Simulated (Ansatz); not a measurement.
Two isomers of C3H5NO: A = `C=C1NCO1`, B = `NC1=COC1`.

Isolated molecules relaxed with PBE0-D4/def2-TZVP in Ansatz; ΔE leaves out vibrations. CBS: MP2 limit from def2 TZ/QZ plus the TZ coupled-cluster correction, frozen cores. Functionals use def2-TZVPP. One conformer a species, not always the lowest.

A:

```xyz
10

C     1.365    0.455   -1.111
C     0.299    0.114   -0.405
N    -0.001   -0.854    0.569
C    -1.294   -0.192    0.695
O    -0.968    0.649   -0.419
H     1.312    1.276   -1.809
H     2.287   -0.097   -0.999
H     0.599   -0.911    1.378
H    -2.159   -0.826    0.487
H    -1.441    0.386    1.614
```

B:

```xyz
10

N    -1.3237   -0.2385    0.9366
C    -0.2342    0.0902    0.1493
C     0.4351    1.1663   -0.2724
O     1.5105    0.4961   -0.8676
C     0.8752   -0.7371   -0.4349
H    -1.9192   -0.9451    0.5272
H    -1.8758    0.5636    1.2030
H     0.3887    2.2454   -0.2387
H     0.6406   -1.3769   -1.2893
H     1.5028   -1.2641    0.2868
```

Which isomer does CCSD(T)/CBS put lower? Give the gap. (Best estimate.)

Ansatz gave: A, by 34.1 kJ/mol.

Give E(B) − E(A) in kJ/mol with BLYP-D4, ωB97M-V, MP2/def2-TZVPP, CCSD(T)/def2-SVP, CCSD/def2-TZVPP, HF/def2-TZVPP, LDA (SPW92). (Best estimate.)

Computed: BLYP-D4 37.2, ωB97M-V 41.3, MP2/def2-TZVPP 33.7, CCSD(T)/def2-SVP 38.9, CCSD/def2-TZVPP 39.8, HF/def2-TZVPP 56.4, LDA (SPW92) 34.5. None reverses the order clearly.

Does the order hold for the free energy at 298.15 K (harmonic terms from PBE0-D4)? (Best estimate.)

The calculation gave: Yes: G(B) − G(A) = +32.8 kJ/mol, for one conformer each.

Largest T1 diagnostic: 0.013.

At CCSD(T), def2-SVP lies +4.8 kJ/mol from the extrapolated value and def2-TZVPP +3.1 kJ/mol. From PBE to PBE0 (25 % exact exchange), in def2-TZVPP and without D4, E(B) − E(A) moves by +4.1 kJ/mol.
